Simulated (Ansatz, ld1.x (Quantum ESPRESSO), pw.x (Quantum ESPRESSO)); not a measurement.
# From atom to crystal: TM potential for Rh (Z = 45)

rhodium, norm-conserving Troullier–Martins (Kleinman–Bylander form), made with ld1.x (Quantum ESPRESSO) 7.5 (LDA (PW92), scalar-relativistic). Core [Kr], reference 4d8 5s0.5 5p0 (charge +0.5). Waves: 5p (bound, empty): rc 2.80 bohr; 4d (bound): rc 2.00 bohr; 5s (bound): rc 2.80 bohr. Local part: the s channel. Core correction: none.

Crystal test: diamond Rh in pw.x 7.5, no spin, 9³ k-points, Fermi–Dirac smearing 0.01 Ry, cutoffs 75/300 Ry. The reference is all-electron LAPW (Ansatz 0.2.0) with the same functional, mesh and smearing; V0 and B0 come from Birch–Murnaghan fits to the pressures at five volumes. Errors are pseudo minus all-electron; Δ is the rms difference of the E(V) curves that follow from these fits, minima aligned, over ±6 % about the mean V0. Mesh and smearing are coarse, so the numbers serve the comparison and aren't converged zero-temperature values; the lattice is a test structure that the element need not adopt.

All-electron: a0 = 5.395 Å (V0 = 19.63 Å³/atom), B0 = 160.3 GPa.

How far does the potential miss the all-electron equation of state?

mean pressure error (GPa): +5.85; a0 (Å): 5.458; a0 error (%): +1.16; B0 error (%): -4.4; Δ (meV/atom): 23.8. The largest radius (2.80 bohr) exceeds half the bond length (2.21 bohr), so the spheres overlap, which is one possible source of error among others. This is a poor potential for the solid.

```json
{"V (Å³/atom)": "18.664", "P all-electron (GPa)": "9.18", "P pseudo (GPa)": "16.21"}
{"V (Å³/atom)": "19.155", "P all-electron (GPa)": "4.17", "P pseudo (GPa)": "10.54"}
{"V (Å³/atom)": "19.646", "P all-electron (GPa)": "-0.14", "P pseudo (GPa)": "5.65"}
{"V (Å³/atom)": "20.137", "P all-electron (GPa)": "-3.84", "P pseudo (GPa)": "1.43"}
{"V (Å³/atom)": "20.628", "P all-electron (GPa)": "-7.02", "P pseudo (GPa)": "-2.21"}
```

At the middle volume, how do free energy and pressure move when the wave cutoff is lowered (ecutrho kept at four times it)?

| cutoff (Ry) | shift of F (meV/atom) | shift of P (GPa) |
| --- | --- | --- |
| 34 | +3089.0 | -125.56 |
| 45 | +177.5 | -13.03 |
| 60 | +5.3 | +0.20 |

The run at the middle volume (35 k-points, 9 iterations) took about 18 s on one core of a shared host (Neoverse-V2, 96 threads, 742 GiB, load 44).
